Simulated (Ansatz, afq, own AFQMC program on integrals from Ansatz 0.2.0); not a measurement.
## ZrS, singlet in def2-SVP, levels against CCSDT(Q)

```csv
atom,x (Å),y (Å),z (Å)
Zr,0.0000,0.0000,0.0000
S,0.0000,0.0000,2.1434
```

Basis def2-SVP with its core potentials. Noble-gas cores (and the filled d shells of Ga–Kr and In–Xe) are frozen. Ansatz 0.2.0 and our own AFQMC program on the same integrals; the CISD trial comes from CCSD amplitudes, and released means the phaseless constraint is let go. Error bars are statistical, one sigma. No spin–orbit coupling. The metal's outer-core s and p shells are frozen, which shifts wave-function levels against functionals.

Determinant: RHF, the one that the program's search chose, which needn't be the lowest solution. The geometry is a PBE0/def2-TZVP stationary point of this or a neighbouring charge and spin state.

No full CI on the walks' own integrals is used here; CCSDT(Q) serves as the reference and is uncertain by about the last step of the cluster series.

Cautions: no spin-orbit coupling; outer-core shells of the metal frozen; higher spins were not checked; restricted determinant unstable towards unrestricted (UHF 435 meV lower, ⟨S²⟩ 0.89); (T) is large, 8 % of the CCSD correlation; CCSDT(Q) on the UHF determinant differs (37 meV higher), by its state or its frozen core.

* T1 diagnostic: 0.0389
* weight of the determinant in the CISD state: 0.810
* size of the correlated space: 10 electrons in 40 orbitals

```
  level  correlation energy (eV)
    MP2                  -5.9431
   CCSD                  -6.2631
CCSD(T)                  -6.7467
```

**Question.** Estimate where AFQMC with the constraint released lies against CCSD(T) on the same integrals.

**Answer.** 34.2 ± 54.5 meV below CCSD(T). The gap is under twice the noise, so this walk alone can't tell the two apart.

Reference: CCSDT(Q), correlation energy -6.799 eV. The released energy is read at 2.40 1/Eh (meV from the phaseless value at times in 1/Eh: -48 ± 33 at 0.24, -48 ± 30 at 0.51, -92 ± 28 at 0.99, -68 ± 38 at 1.62, -64 ± 55 at 2.40).

| level | E − E(reference) (meV) | share of correlation (%) |
| --- | --- | --- |
| CCSD(T) | 52.6 | 99.23 |
| CCSDT | 23.9 | 99.65 |
| ph-AFQMC/CISD | 82.9 ± 28.3 | 98.78 |
| released AFQMC | 18.4 ± 54.5 | 99.73 |

A walk keeps the symmetry of its determinant, which the program's search chose and which needn't be the lowest solution, so a lower state of the same spin and another symmetry isn't excluded. Released energies are given only where the last usable release times agree within the noise; a slower fall can still hide under it.
